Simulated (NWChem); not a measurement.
# CH3BO (Borane carbonyl) at HF/STO-3G

Aim: the vertical ionisation energy of CH3BO (Borane carbonyl) at HF/STO-3G, from 2 runs. 

Program for the calculation: NWChem 7.3.0.

## (1) The structure to begin with

The species is CH3BO (6 atoms), meant as a singlet with charge 0. As SMILES, `[BH3-]C#[O+]`. Geometry: relaxed at PBE0-D4/def2-TZVP.

Bond lengths: B1–C2 1.512 Å, C2–O3 1.127 Å, B1–H4 1.209 Å, B1–H5 1.209 Å, B1–H6 1.209 Å. Angles: B1–C2–O3 179.9°, C2–B1–H4 104.6°, C2–B1–H5 104.5°, C2–B1–H6 104.5°, H4–B1–H5 113.9°, H4–B1–H6 113.9°, H5–B1–H6 113.9°.

## (2) The energy at HF/STO-3G

input.nw reads:

```
echo
start input
title "CH3BO hf"
memory 2200 mb
charge 0

geometry units bohr noautosym nocenter noautoz
   B   -0.51997704   0.79317475  -0.37777515
   C    0.93386486  -1.42802824   0.67888411
   O    2.01883221  -3.08240787   1.46703219
   H   -2.71580100   0.22999857  -0.09509102
   H    0.13141155   0.91674394  -2.56398041
   H    0.15166942   2.57048106   0.89093028
end

basis spherical bse
   B library STO-3G
   C library STO-3G
   O library STO-3G
   H library STO-3G
end

scf
   thresh 1e-08
   maxiter 80
   print low
end

task scf energy
```

Launch:

```bash
$ nwchem input.nw > input.out
```

Log:

```text
[...]
  functions       =    18
[...]
  wavefunction    = RHF
[...]
         Total SCF energy =   -137.323427195306
      One-electron energy =   -298.582484821550
      Two-electron energy =    104.428807096467
 Nuclear repulsion energy =     56.830250529776
        Time for solution =      0.3s
 Task  times  cpu:        0.4s     wall:        0.4s
[...]
```

Wall time 0.94 s (1 thread of Intel Xeon Platinum 8488C (Sapphire Rapids), shared host); peak memory 0.099 GiB.

## (3) The doublet cation

ch3bo.nw reads:

```
start ch3bo
title "CH3BO energy"
memory total 2200 mb
charge 1
geometry units angstrom noautosym nocenter noautoz
  B       -0.275160       0.419730      -0.199910
  C        0.494180      -0.755680       0.359250
  O        1.068320      -1.631140       0.776320
  H       -1.437140       0.121710      -0.050320
  H        0.069540       0.485120      -1.356800
  H        0.080260       1.360240       0.471460
end
basis spherical bse
  * library STO-3G
end
scf
  doublet
  uhf
  thresh 1e-08
  maxiter 80
  print low
end
task scf energy
```

Launch:

```bash
$ nwchem ch3bo.nw > ch3bo.out
```

Log:

```text
[...]
  functions       =    18
[...]
  wavefunction    = UHF
[...]
         Total SCF energy =   -136.948144967276
      One electron energy =   -291.655423395392
      Two electron energy =     97.877023825717
 Nuclear repulsion energy =     56.830254602398
                       Sz =      0.5000
                 Sz(Sz+1) =      0.7500
                      S^2 =      0.8229
[...]
```

It took 2.9 s on 1 thread of Intel Xeon Platinum 8488C (Sapphire Rapids), shared host; peak memory 0.097 GiB.

## (4) Outcome

Level: HF/STO-3G.

| quantity | value |
| --- | --- |
| singlet CH3BO: total energy | -137.32343 Eh |
| doublet cation: total energy | -136.94814 Eh |
| doublet cation: ⟨S²⟩ | 0.823 |
| vertical ionisation energy (to the doublet cation) | 10.212 eV |

**Reading.** Removing an electron at fixed nuclei costs 10.21 eV (235 kcal/mol). In a minimal basis such a difference can be off by several eV, whatever the method.
